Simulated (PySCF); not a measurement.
Gas-phase reaction: 2 AlH3.NH3 → 2 Al + 5 H2 + N2H2

Computed with PySCF (xtb for GFN2) and rigid-rotor harmonic-oscillator thermochemistry at 1 bar. † marks an energy on the PBE0/def2-TZVP geometry and frequencies; other levels use their own. MP2 and CCSD(T) freeze the core. Open shells (unrestricted): Al (multiplicity 2, electronic degeneracy 6); the rest are closed-shell singlets. GFN2 has no spin-polarisation term. Spin-orbit splitting is ignored; it lowers the true energy and changes the entropy of Al. B3LYP is the form with VWN-RPA correlation. Adducts (AlH3.NH3) have no counterpoise correction, and HF, PBE, BLYP, B3LYP and PBE0 lack dispersion. AlH3.NH3: computed as isolated molecules; such fragments, hydroxides, amides, oligomers or adducts are transient or little studied in the gas. MP2 isn't extrapolated to the basis-set limit; its ΔH°(298 K) is 963.8 kJ in def2-SVP and 947.1 kJ in def2-TZVPP. CCSD(T) isn't extrapolated to the basis-set limit; its ΔH°(298 K) is 923.7 kJ in def2-SVP and 914.8 kJ in def2-TZVPP. The harmonic model lacks anharmonicity and excited electronic states, which grow with temperature; levels with a mode under 35 cm⁻¹ are left out.

```json
[
 {"level": "B3LYP/def2-TZVP†", "ΔE electronic, kJ": "948", "ΔH°(298 K), kJ": "881", "ΔS°(298 K), J/K": "660", "ΔG°(1400 K), kJ": "-64"},
 {"level": "CCSD(T)/def2-SVP†", "ΔE electronic, kJ": "991", "ΔH°(298 K), kJ": "924", "ΔS°(298 K), J/K": "660", "ΔG°(1400 K), kJ": "-21"},
 {"level": "CCSD(T)/def2-TZVPP†", "ΔE electronic, kJ": "982", "ΔH°(298 K), kJ": "915", "ΔS°(298 K), J/K": "660", "ΔG°(1400 K), kJ": "-30"},
 {"level": "GFN2-xTB", "ΔE electronic, kJ": "1676", "ΔH°(298 K), kJ": "1609", "ΔS°(298 K), J/K": "642", "ΔG°(1400 K), kJ": "698"},
 {"level": "HF/def2-TZVP†", "ΔE electronic, kJ": "921", "ΔH°(298 K), kJ": "854", "ΔS°(298 K), J/K": "660", "ΔG°(1400 K), kJ": "-91"},
 {"level": "MP2/def2-SVP†", "ΔE electronic, kJ": "1031", "ΔH°(298 K), kJ": "964", "ΔS°(298 K), J/K": "660", "ΔG°(1400 K), kJ": "19"},
 {"level": "PBE/def2-SVP", "ΔE electronic, kJ": "1012", "ΔH°(298 K), kJ": "947", "ΔS°(298 K), J/K": "661", "ΔG°(1400 K), kJ": "3"},
 {"level": "PBE/def2-TZVP†", "ΔE electronic, kJ": "954", "ΔH°(298 K), kJ": "887", "ΔS°(298 K), J/K": "660", "ΔG°(1400 K), kJ": "-58"},
 {"level": "PBE0/def2-SVP†", "ΔE electronic, kJ": "1061", "ΔH°(298 K), kJ": "993", "ΔS°(298 K), J/K": "660", "ΔG°(1400 K), kJ": "48"},
 {"level": "r2SCAN/def2-TZVP†", "ΔE electronic, kJ": "1020", "ΔH°(298 K), kJ": "953", "ΔS°(298 K), J/K": "660", "ΔG°(1400 K), kJ": "7"},
 {"level": "ωB97X-V/def2-TZVP†", "ΔE electronic, kJ": "1037", "ΔH°(298 K), kJ": "970", "ΔS°(298 K), J/K": "660", "ΔG°(1400 K), kJ": "24"}
]
```
ΔH° is lowest at HF/def2-TZVP† and highest at GFN2-xTB. No reference value is set beside these.
